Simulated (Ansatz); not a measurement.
Compare A (`C1=CC2(C=C1)CC2`) with its isomer B (`C=C1C=CCC=C1`).

Gas-phase electronic energies from Ansatz, PBE0-D4/def2-TZVP geometries. CCSD(T)/CBS adds triple-zeta CCSD(T) − MP2 to the extrapolated MP2 energy (def2 sets, frozen cores). Functionals use def2-TZVPP. B3LYP here is the variant with VWN-RPA as its local correlation; programs differ in this.

Which is lower in electronic energy at CCSD(T)/CBS, and by how much? (An estimate is asked.)

Computed: B, by 14.6 kcal/mol.

Give E(B) − E(A) in kcal/mol with CCSD(T)/def2-TZVPP, PBE-D4, r2SCAN-D4, CCSD(T)/def2-SVP, B3LYP, MP2/def2-TZVPP, ωB97M-V. (Estimate.)

Computed: CCSD(T)/def2-TZVPP -14.4, PBE-D4 -13.0, r2SCAN-D4 -13.5, CCSD(T)/def2-SVP -13.0, B3LYP -17.4, MP2/def2-TZVPP -9.7, ωB97M-V -12.3. None reverses the order clearly.

Does the order hold for the free energy at 298.15 K (harmonic terms from PBE0-D4)? (An estimate is asked.)

Computed: Yes: G(B) − G(A) = -14.7 kcal/mol.

Largest T1 diagnostic: 0.011.

In def2-TZVPP, CCSD(T) changes the Hartree–Fock value by +5.1 kcal/mol (the triples alone add +0.3 kcal/mol) and MP2 by +9.8 kcal/mol. From BLYP to BHLYP (50 % exact exchange), in def2-TZVPP and without D4, E(B) − E(A) moves by +1.9 kcal/mol.
